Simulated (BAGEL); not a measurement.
**C2H5Al (AlH2(vinyl)) at RI-MP2/def2-SVPD (density fitting with qzvpp-jkfit)**

What is the energy change on altering one bond length of C2H5Al (AlH2(vinyl)) at RI-MP2/def2-SVPD (density fitting with qzvpp-jkfit)? 

Program for the calculation: BAGEL 1.2.2.

### Step 1. The system as given

C2H5Al has 8 atoms, charge 0, and is taken as a singlet. SMILES: `[H][Al]([H])[CH]=C`. Geometry: a GFN2-xTB relaxation, a rough one for these elements and not checked as a minimum.

Bond lengths: Al1–C4 1.981 Å, C4–C5 1.340 Å, Al1–H2 1.551 Å, Al1–H3 1.551 Å, C4–H6 1.097 Å, C5–H7 1.082 Å, C5–H8 1.084 Å. Angles: Al1–C4–C5 123.2°, Al1–C4–H6 122.3°, C5–C4–H6 114.5°, H2–Al1–C4 123.4°, H3–Al1–C4 123.4°, C4–C5–H7 121.7°, C4–C5–H8 123.3°, H2–Al1–H3 113.2°, H7–C5–H8 115.0°.

### Step 2. A single-point energy at RI-MP2/def2-SVPD (density fitting with qzvpp-jkfit)

input.json reads:

```json
{ "bagel" : [

{
  "title" : "molecule",
  "basis" : "def2-svpd.json",
  "df_basis" : "qzvpp-jkfit",
  "angstrom" : true,
  "geometry" : [
    { "atom" : "Al", "xyz" : [       0.757880,       1.243210,      -0.412700 ] },
    { "atom" : "H", "xyz" : [       2.305620,       1.330790,      -0.372710 ] },
    { "atom" : "H", "xyz" : [       0.067510,       2.631930,      -0.426090 ] },
    { "atom" : "C", "xyz" : [      -0.236320,      -0.470400,      -0.432500 ] },
    { "atom" : "C", "xyz" : [      -0.683170,      -1.072300,       0.678100 ] },
    { "atom" : "H", "xyz" : [      -0.464670,      -1.005660,      -1.362180 ] },
    { "atom" : "H", "xyz" : [      -0.522550,      -0.646370,       1.659470 ] },
    { "atom" : "H", "xyz" : [      -1.224290,      -2.011190,       0.668610 ] }
  ]
},

{
  "title" : "hf"
},

{
  "title" : "mp2",
  "ncore" : 7
}

]}
```

The basis set def2-SVPD is read from a file made from the Basis Set Exchange's data (not shown).

Command:

```
$ BAGEL_NUM_THREADS=1 BAGEL input.json > input.out
```

The program printed:

```text
* using 1 threads per process

  ===============================================================
  ===============================================================

  *** Geometry ***

  { "atom" : "Al", "xyz" : [      1.432186,      2.349326,     -0.779890 ] },
  { "atom" : "H", "xyz" : [      4.356990,      2.514829,     -0.704320 ] },
  { "atom" : "H", "xyz" : [      0.127575,      4.973627,     -0.805193 ] },
  { "atom" : "C", "xyz" : [     -0.446580,     -0.888927,     -0.817307 ] },
  { "atom" : "C", "xyz" : [     -1.291004,     -2.026353,      1.281423 ] },
  { "atom" : "H", "xyz" : [     -0.878099,     -1.900422,     -2.574147 ] },
  { "atom" : "H", "xyz" : [     -0.987476,     -1.221462,      3.135944 ] },
  { "atom" : "H", "xyz" : [     -2.313573,     -3.800598,      1.263490 ] },

  Number of auxiliary basis functions:      368

  Since a DF basis is specified, we compute 2- and 3-index integrals:
    o Being stored without compression. Storage requirement is 0.032 GB

  Number of basis functions:      104
  Number of electrons      :       30

    * METHOD: MOLECULE                             0.14

  *** RHF ***

  === Nuclear Repulsion ===
    83.0463275303

      * DIIS with orbital gradients will be used.

  === RHF iteration (def2-svpd.json) ===
      0       -320.28035098          0.01304298           0.05
      1       -320.37129379          0.00635186           0.05
      2       -320.38700218          0.00116733           0.05
      3       -320.38806085          0.00012279           0.05
      4       -320.38806965          0.00005760           0.05
      5       -320.38807126          0.00001221           0.05
      6       -320.38807138          0.00000439           0.05
      7       -320.38807140          0.00000152           0.05
      8       -320.38807141          0.00000044           0.05
      9       -320.38807141          0.00000011           0.05
     10       -320.38807141          0.00000003           0.05
     11       -320.38807141          0.00000001           0.05
     12       -320.38807141          0.00000000           0.05
    * SCF iteration converged.

    * Permanent dipole moment:
           (    0.149867,     0.255646,     0.015127) a.u.

    * METHOD: HF                                   0.76

  *** RHF ***

  === Nuclear Repulsion ===
    83.0463275303

      * DIIS with orbital gradients will be used.

  === RHF iteration (def2-svpd.json) ===
      0       -320.38807141          0.00000000           0.05
    * SCF iteration converged.

    * Permanent dipole moment:
           (    0.149867,     0.255646,     0.015126) a.u.

  === DF-MP2 calculation ===

    * freezing 7 orbitals
    * 3-index integral transformation done
    * assembly done

      MP2 correlation energy:   -0.3485373649      0.03

      MP2 total energy:       -320.7366087722

    * METHOD: MP2                                  0.14

  ===============================================================
```

It took 1.2 s on 1 thread of Arm Neoverse V2, shared host; peak memory 0.11 GiB.

### Step 3. The distorted shape, same level

input.json reads:

```json
{ "bagel" : [

{
  "title" : "molecule",
  "basis" : "def2-svpd.json",
  "df_basis" : "qzvpp-jkfit",
  "angstrom" : true,
  "geometry" : [
    { "atom" : "Al", "xyz" : [       1.103078,       0.548824,      -0.406005 ] },
    { "atom" : "H", "xyz" : [       2.650818,       0.636404,      -0.366015 ] },
    { "atom" : "H", "xyz" : [       0.067510,       2.631930,      -0.426090 ] },
    { "atom" : "C", "xyz" : [       0.108878,      -1.164786,      -0.425805 ] },
    { "atom" : "C", "xyz" : [      -0.337972,      -1.766686,       0.684795 ] },
    { "atom" : "H", "xyz" : [      -0.119472,      -1.700046,      -1.355485 ] },
    { "atom" : "H", "xyz" : [      -0.177352,      -1.340756,       1.666165 ] },
    { "atom" : "H", "xyz" : [      -0.879092,      -2.705576,       0.675305 ] }
  ]
},

{
  "title" : "hf"
},

{
  "title" : "mp2",
  "ncore" : 7
}

]}
```

The basis set def2-SVPD is read from a file made from the Basis Set Exchange's data (not shown).

Command:

```
$ BAGEL_NUM_THREADS=1 BAGEL input.json > input.out
```

The program printed:

```text
* using 1 threads per process

  ===============================================================
  ===============================================================

  *** Geometry ***

  { "atom" : "Al", "xyz" : [      2.084515,      1.037127,     -0.767238 ] },
  { "atom" : "H", "xyz" : [      5.009320,      1.202629,     -0.691668 ] },
  { "atom" : "H", "xyz" : [      0.127575,      4.973627,     -0.805193 ] },
  { "atom" : "C", "xyz" : [      0.205750,     -2.201127,     -0.804655 ] },
  { "atom" : "C", "xyz" : [     -0.638675,     -3.338553,      1.294075 ] },
  { "atom" : "H", "xyz" : [     -0.225769,     -3.212621,     -2.561495 ] },
  { "atom" : "H", "xyz" : [     -0.335147,     -2.533662,      3.148596 ] },
  { "atom" : "H", "xyz" : [     -1.661243,     -5.112798,      1.276142 ] },

  Number of auxiliary basis functions:      368

  Since a DF basis is specified, we compute 2- and 3-index integrals:
    o Being stored without compression. Storage requirement is 0.032 GB

  Number of basis functions:      104
  Number of electrons      :       30

    * METHOD: MOLECULE                             0.14

  *** RHF ***

  === Nuclear Repulsion ===
    81.1852925888

      * DIIS with orbital gradients will be used.

  === RHF iteration (def2-svpd.json) ===
      0       -320.21448579          0.01285039           0.05
      1       -320.30745599          0.00631330           0.05
      2       -320.32351425          0.00119644           0.05
      3       -320.32476553          0.00013361           0.05
      4       -320.32477919          0.00005465           0.05
      5       -320.32478084          0.00001689           0.05
      6       -320.32478110          0.00000693           0.05
      7       -320.32478115          0.00000234           0.05
      8       -320.32478116          0.00000063           0.05
      9       -320.32478116          0.00000019           0.05
     10       -320.32478116          0.00000006           0.05
     11       -320.32478116          0.00000002           0.05
     12       -320.32478116          0.00000001           0.05
    * SCF iteration converged.

    * Permanent dipole moment:
           (   -0.154144,     1.003690,    -0.043239) a.u.

    * METHOD: HF                                   0.75

  *** RHF ***

  === Nuclear Repulsion ===
    81.1852925888

      * DIIS with orbital gradients will be used.

  === RHF iteration (def2-svpd.json) ===
      0       -320.32478116          0.00000000           0.05
    * SCF iteration converged.

    * Permanent dipole moment:
           (   -0.154144,     1.003690,    -0.043239) a.u.

  === DF-MP2 calculation ===

    * freezing 7 orbitals
    * 3-index integral transformation done
    * assembly done

      MP2 correlation energy:   -0.3511931858      0.03

      MP2 total energy:       -320.6759743440

    * METHOD: MP2                                  0.14

  ===============================================================
```

It took 1.2 s on 1 thread of Arm Neoverse V2, shared host; peak memory 0.11 GiB.

### Step 4. Outcome

Level: RI-MP2/def2-SVPD (density fitting with qzvpp-jkfit), 7 core orbitals frozen.

```
                                                          quantity          value
                                         first shape: total energy  -320.73661 Eh
          first shape: correlation energy (7 core orbitals frozen)     -348.5 mEh
                                     distorted shape: total energy  -320.67597 Eh
      distorted shape: correlation energy (7 core orbitals frozen)     -351.2 mEh
energy change with the Al1–H3 bond stretched from 1.551 to 2.326 Å       1.650 eV
```

In words: One bond (distorted shape) is far stretched, which a spin-restricted single reference describes badly; perturbation theory on it can break down and give far too much correlation. With the Al1–H3 bond stretched from 1.551 to 2.326 Å the energy rises by 1.65 eV (38 kcal/mol). The first shape isn't relaxed at this level, so the change isn't measured from a minimum. A restricted reference can't describe the breaking bond well at this length.
